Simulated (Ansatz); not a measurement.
# AlH₃+ (quartet): wave-function methods side by side, aug-cc-pVDZ

How much of the correlation energy of AlH₃+ (quartet) does each wave-function method recover here?

Method: aug-cc-pVDZ, core rule «outside noble gas», up to 5 orbitals frozen; program: Ansatz 0.2.0, Gaussian basis.

Plan: UHF; CCSD(T) on ROHF; CCSD(T) on UHF; BCCD(T) on ROHF; CISD; CCSDT(Q) on ROHF; CCSDT(Q) on UHF; CISDTQ; CCSDTQ on ROHF; CCSDTQ on UHF; Full CI.

14 further runs of the same task are left out: 7 for a known fault of the program, 1 that didn't finish, 6 set aside as unsound or not needed.

### 1 What is computed

The geometry is a PBE0/def2-TZVP stationary point (not a proven minimum) of the parent state, kept for this charge and spin.

4 atoms, charge 1, spin multiplicity 4.

Atoms are counted from 1 here; the program's logs count them from 0.

Bond lengths: Al1–H2 1.590 Å, Al1–H3 1.843 Å, Al1–H4 1.843 Å, H3–H4 0.841 Å. Angles: H2–Al1–H3 101.8°, H2–Al1–H4 101.8°, H3–Al1–H4 26.4°, Al1–H3–H4 76.8°, Al1–H4–H3 76.8°.

### 2 UHF

Input file in.yaml:

```yaml
crystal:
  periodic: [false, false, false]
  atoms:
    - {symbol: Al, position_ang: [0.000000, 0.074413, -0.095633]}
    - {symbol: H, position_ang: [0.000000, -1.372409, -0.753982]}
    - {symbol: H, position_ang: [0.420650, -0.309773, 1.656991]}
    - {symbol: H, position_ang: [-0.420650, -0.309773, 1.656991]}
basis:
  gaussian: {orbitals: aug-cc-pVDZ}
total_charge: 1
magnetization: {spin_polarized: true, initial_magnetization: 3}
hamiltonian: {xc: hf}
output: {orbitals: {seedname: orbitals}}
```

Run with:

```console
$ ansatz run in.yaml --threads 1 --pin off --events-out ev --progress --plain --max-ram 3968MiB --backend cpu
```

Further steps of the session: CCSD(T) on ROHF; CCSD(T) on UHF; BCCD(T) on ROHF; CISD; CCSDT(Q) on ROHF; CCSDT(Q) on UHF; CISDTQ; CCSDTQ on ROHF; CCSDTQ on UHF; Full CI.

Before running them: what should the planned runs give, taken together? Wanted: FCI below the RHF energy; RMP2 from FCI; UMP2 from FCI; RCCSD from FCI; RCCSD(T) from FCI; UCCSD(T) from FCI; RCCSDT(Q) from FCI; UCCSDT(Q) from FCI; T1 diagnostic.

As calculated:

```
                         quantity                                                                                                            value
         FCI below the RHF energy                                                                                                       -1.5578 eV
                    RMP2 from FCI                                                                                                  +10.02 kcal/mol
                    UMP2 from FCI                                                                                                   +9.96 kcal/mol
                   RCCSD from FCI                                                                                                   +0.84 kcal/mol
                RCCSD(T) from FCI                                                                                                   +0.28 kcal/mol
                UCCSD(T) from FCI                                                                                                   +0.26 kcal/mol
               RCCSDT(Q) from FCI                                                                                                    0.00 kcal/mol
               UCCSDT(Q) from FCI                                                                                                   -0.01 kcal/mol
levels within 1 kcal/mol (43 meV)  CISD, RCCSD, UCCSD, RCCSD(T), UCCSD(T), BCCD(T), RCCSDT, UCCSDT, CISDTQ, RCCSDT(Q), UCCSDT(Q), RCCSDTQ, UCCSDTQ
                    T1 diagnostic                                                                                                            0.021
   effectively unpaired electrons                                                                                                             3.01
```

**Reading.** RCCSD(T) misses by +0.28 kcal/mol, 0.8 % of the correlation energy. One determinant dominates. These misses are within one basis, not against nature; the frozen cores of restricted and unrestricted runs differ, which can shift their rows.
